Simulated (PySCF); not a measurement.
**Stationary points of NH₃**

All numbers come from PBE0 in PySCF with N def2-TZVP, H def2-TZVP; no relativity; density-fitted integrals.

Relaxations began from a few typed shapes. The search is not exhaustive: other isomers or separated fragments can lie lower, and high-lying points may rest on an excited occupation.

| spin | group | bonds | angles | imaginary modes (cm⁻¹) | ΔE (kJ/mol) | ΔE with ZPE (kJ/mol) |
| --- | --- | --- | --- | --- | --- | --- |
| singlet | C3v | N–H 1.013 Å (×3) | H–N–H 107.1° (×3) | none | 0.0 | 0.0 |
| singlet | D3h | N–H 0.996 Å (×3) | H–N–H 120.0° (×3) | 806i | 19.6 | – |

The lowest minimum found is the singlet C3v: N–H 1.013 Å (×3); H–N–H 107.1° (×3).

Counting electrons, nitrogen keeps 2 of its valence electrons outside its bonds, so the VSEPR class is AX3E1 and the expected shape is trigonal pyramidal (C3v), as computed.
